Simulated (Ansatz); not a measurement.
Reaction (SMILES): C#N (CH-N) → [C-]#[NH+] (C-NH)
B3LYP-D3(BJ)/def2-TZVP geometries, fixed; electronic energies without zero-point terms.

Effect of a fitting basis named in the input at HF/aug-cc-pVQZ with Ansatz (a program for electronic structure), against the last row, where the isomerisation energy is 10.03 kcal/mol. The default fits or decomposes integrals by the program's own choice; accuracy: high also tightens integrals, grids and stops.

```csv
setting,largest shift of a total energy (mEh),shift of the isomerisation energy (kcal/mol)
fitting: def2-SV(P)-JKFIT,0.055,-0.002
fitting: def2-universal-JKFIT,0.055,-0.002
fitting: cc-pVTZ-JKFIT,0.117,-0.009
fitting: cc-pVQZ-JKFIT,0.009,0.001
fitting: cc-pV5Z-JKFIT,0.002,0.001
accuracy: high,-0.001,0.000
accuracy: medium (default),0.000,0.000
```

Within 0.02 kcal/mol in the isomerisation energy: fitting: def2-SV(P)-JKFIT; fitting: def2-universal-JKFIT; fitting: cc-pVTZ-JKFIT; fitting: cc-pVQZ-JKFIT; fitting: cc-pV5Z-JKFIT; accuracy: high. The largest shift is 0.117 mEh in a total energy and 0.009 kcal/mol in the difference.
